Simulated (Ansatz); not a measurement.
A nudged elastic band was laid between two geometries of AlClH2 + H3P (8 atoms, charge 0, multiplicity 1).

Method: RKS PBE-D4/def2-SVP in Ansatz.

```json
{
 "movable images": "5",
 "climbing image": "yes",
 "spring": "5.0 eV/Å²",
 "optimiser": "quadratic models (default)",
 "start path": "through a guess of the saddle point",
 "force threshold": "0.03 eV/Å",
 "iteration limit": "60",
 "end points": "relaxed"
}
```

Image 0:

```xyz
8
Properties=species:S:1:pos:R:3
Al 0.032 -0.040 0.223
Cl -0.106 0.819 2.177
H 1.479 -0.089 -0.440
H -1.338 -0.257 -0.560
P 0.206 -3.148 1.071
H -0.686 -2.770 0.005
H 1.377 -2.659 0.392
H 0.004 -1.916 1.805
```

Image 6:

```xyz
8
Properties=species:S:1:pos:R:3
Al 0.074 0.107 0.071
Cl -0.790 0.570 2.004
H 1.617 0.487 -0.122
H -0.949 -0.004 -1.154
P 0.247 -2.331 0.764
H -0.986 -2.921 1.178
H 0.754 -3.414 -0.024
H 1.001 -2.555 1.955
```

Question: Which bonds break or form, and what moves?

Answer: Bonds formed: Al1–P5. AlClH2 + H3P becomes AlClH5P.

Question: What energy profile does the band end with?

Answer: The forces met the threshold. The highest image is number 2 of 0 to 6, 18.8 kcal/mol above the first end and 30.5 kcal/mol above the last; the last end lies 11.7 kcal/mol below the first. The profile has 2 maxima (images 2, 5) with wells between them (image 3): this band takes more than one step, which may be the mechanism or a detour left from its start path. Neighbouring images differ by up to 1.3 eV, so the band resolves the path poorly. A vibrational analysis at the climbing image gives one clearly imaginary mode, 889i cm⁻¹: a first-order saddle point.

```
image  path coordinate (Å)  energy (kcal/mol)  Al1–P5 (Å)
    0                 0.00                0.0        3.23
    1                 0.75                0.2        3.24
    2                 1.50               18.8        2.71
    3                 2.82              -11.7        2.55
    4                 4.14              -10.9        2.57
    5                 5.47              -10.7        2.58
    6                 6.79              -11.7        2.54
```

Question: What is the geometry of the highest image?

Answer: 
```xyz
8
Properties=species:S:1:pos:R:3:forces:R:3
Al 0.080 -0.113 0.167 0.00 -0.02 -0.02
Cl 0.375 0.688 2.152 0.01 0.01 0.02
H 1.354 -0.072 -0.803 0.00 0.00 0.00
H -1.423 -0.064 -0.386 0.00 0.00 0.01
P 0.144 -2.719 0.923 0.00 0.00 -0.03
H -0.515 -3.037 -0.277 0.01 0.01 0.01
H 1.541 -2.571 0.905 -0.01 0.01 0.01
H -0.586 -2.172 1.991 0.00 0.00 0.00
```

The run took 2.7 min on 1 thread of Intel(R) Xeon(R) Processor @ 2.70GHz, with other jobs on the host, peak memory 0.16 GiB.
